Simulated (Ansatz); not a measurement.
Species: P2, net charge 0, singlet state. 
Geometry from a B3LYP-D3(BJ)/def2-TZVP (Ansatz, a quantum-chemistry and plane-wave program) optimisation:
```xyz
2

P      0.0000     0.0000    -0.9447
P      0.0000     0.0000     0.9447
```

Basis-set convergence of Hartree-Fock and CCSD correlation energies (hartree) with Ansatz. Cores are frozen in the correlated levels unless marked. Spin-orbit coupling is left out. Non-relativistic.

The Hartree-Fock reference is unstable (checked in the largest basis), which strains HF and MP2. 

```json
[
 {"basis": "def2-SVPD", "functions": "48", "E(HF)": "-681.25034", "E(corr, CCSD)": "-0.25353"},
 {"basis": "def2-TZVPPD", "functions": "96", "E(HF)": "-681.48138", "E(corr, CCSD)": "-0.29665"},
 {"basis": "def2-QZVPPD", "functions": "152", "E(HF)": "-681.49972", "E(corr, CCSD)": "-0.31252"}
]
```

Extrapolating the two largest sets (X = 3 and 4) as X^-3: E(corr) = (64·(-0.31252) - 27·(-0.29665))/37 = -0.3241 Eh, an estimate of the basis-set limit. The largest set recovers 96.4 % of it, the smallest 78.2 %.
